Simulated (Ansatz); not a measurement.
Other spins and charges of CH2⁺, doublet at one geometry

Geometry (PBE0/def2-TZVP stationary point for this spin, not checked as a minimum):

```xyz
3

C     0.0000    0.0000    0.0000
H     0.0000    0.0000   -1.0935
H     0.0000    0.0000    1.0935
```

Basis cc-pVTZ; Ansatz 0.2.0. Correlated methods freeze the noble-gas cores. R marks a restricted (for open shells ROHF) determinant, U an unrestricted one. Active spaces: valence = (5e, 6o) chosen from the atoms' valence shells.

Gaps are energies of the second state less the first, at fixed atoms, for a selection of the levels run; each method lands on the state that its own search finds for that charge and spin.

For open shells CISD is restricted-active-space CI with the open shells as a complete middle space.

Quartet less doublet: 5.952 eV at full CI (doublet B3u, quartet Au, in D2h).

```json
{"level": "RHF", "gap (eV)": "5.818", "error (meV)": "-134"}
{"level": "UHF", "gap (eV)": "5.904", "error (meV)": "-48"}
{"level": "RMP2", "gap (eV)": "5.935", "error (meV)": "-17"}
{"level": "UMP2", "gap (eV)": "5.918", "error (meV)": "-34"}
{"level": "CISD", "gap (eV)": "5.914", "error (meV)": "-38"}
{"level": "RCCSD", "gap (eV)": "5.987", "error (meV)": "35"}
{"level": "UCCSD", "gap (eV)": "5.986", "error (meV)": "34"}
{"level": "RCCSD(T)", "gap (eV)": "5.956", "error (meV)": "4"}
{"level": "UCCSD(T)", "gap (eV)": "5.954", "error (meV)": "2"}
{"level": "BCCD(T)", "gap (eV)": "5.955", "error (meV)": "3"}
{"level": "RCCSDT", "gap (eV)": "5.952", "error (meV)": "0"}
{"level": "UCCSDT", "gap (eV)": "5.950", "error (meV)": "-2"}
{"level": "RCCSDT(Q)", "gap (eV)": "5.951", "error (meV)": "-1"}
{"level": "UCCSDT(Q)", "gap (eV)": "5.949", "error (meV)": "-3"}
{"level": "CASSCF (valence space)", "gap (eV)": "6.184", "error (meV)": "232"}
{"level": "NEVPT2 (valence space)", "gap (eV)": "6.004", "error (meV)": "52"}
{"level": "MRCISD (valence space)", "gap (eV)": "5.997", "error (meV)": "45"}
{"level": "MRCISD+Q (valence space)", "gap (eV)": "5.972", "error (meV)": "20"}
{"level": "PBE", "gap (eV)": "5.665", "error (meV)": "-287"}
{"level": "r2SCAN", "gap (eV)": "5.635", "error (meV)": "-317"}
{"level": "PBE0", "gap (eV)": "5.812", "error (meV)": "-140"}
{"level": "B3LYP", "gap (eV)": "6.009", "error (meV)": "57"}
{"level": "wB97M-V", "gap (eV)": "5.952", "error (meV)": "0"}
{"level": "B2PLYP", "gap (eV)": "6.064", "error (meV)": "112"}
{"level": "RPA-PBE", "gap (eV)": "5.951", "error (meV)": "-1"}
```

Full CI is exact within this basis and frozen core; it isn't the basis-set limit. The frozen core follows each run's orbitals, which can shift R against U totals by a few meV.
